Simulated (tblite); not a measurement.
Species: C4H5NS.
SMILES: `Nc1ccsc1`

Computed geometry: GFN2-xTB, gas phase.

Masses are those of the commonest isotopes; rigid-rotor values at the optimised geometry. 

Give the principal moments of inertia and the rotational constants in MHz.

Ia = 70.17, Ib = 199.30, Ic = 269.02 u·Å²; 505379 MHz·u·Å²/I gives A = 7202, B = 2536, C = 1879 MHz.

What kind of rotor is it?

An asymmetric top: κ = (2 × 2536 − 7202 − 1879)/(7202 − 1879) = -0.75.

Is it planar, by Δ = Ic − Ia − Ib?

Not planar: Δ = Ic − Ia − Ib = -0.45 u·Å². For a rigid frame Δ = −2 Σ m c², so Σ m c² = 0.23 u·Å² lies off the ab plane: 0.17 from hydrogen and 0.06 from heavier atoms. The atom farthest from that plane is 0.34 Å away.

List the rotational levels J(Ka,Kc) to J = 4 (cm⁻¹).

Above 0(0,0):
J = 1: 1(0,1) 0.1472, 1(1,1) 0.3029, 1(1,0) 0.3248
J = 2: 2(0,2) 0.4396, 2(1,2) 0.5755, 2(1,1) 0.6412, 2(2,1) 1.1082, 2(2,0) 1.1104
J = 3: 3(0,3) 0.8728, 3(1,3) 0.9830, 3(1,2) 1.1144, 3(2,2) 1.5499, 3(2,1) 1.5606, 3(3,1) 2.3843, 3(3,0) 2.3845
J = 4: 4(0,4) 1.4414, 4(1,4) 1.5243, 4(1,3) 1.7425, 4(2,3) 2.1373, 4(2,2) 2.1683, 4(3,2) 2.9772, 4(3,1) 2.9782, 4(4,1) 4.1400, 4(4,0) 4.1400
Those of J = 1 are B + C, A + C and A + B.

Its GFN2-xTB frequencies are all real (lowest 248 cm⁻¹). No vibrational averaging or centrifugal distortion is included, and the geometry carries the error of its method.

Conformer computed: `[NH2:1][c:2]1[cH:3][cH:4][s:5][cH:6]1`: H–N1–C2–C3 -163°, H–N1–C2–C3 -30°.
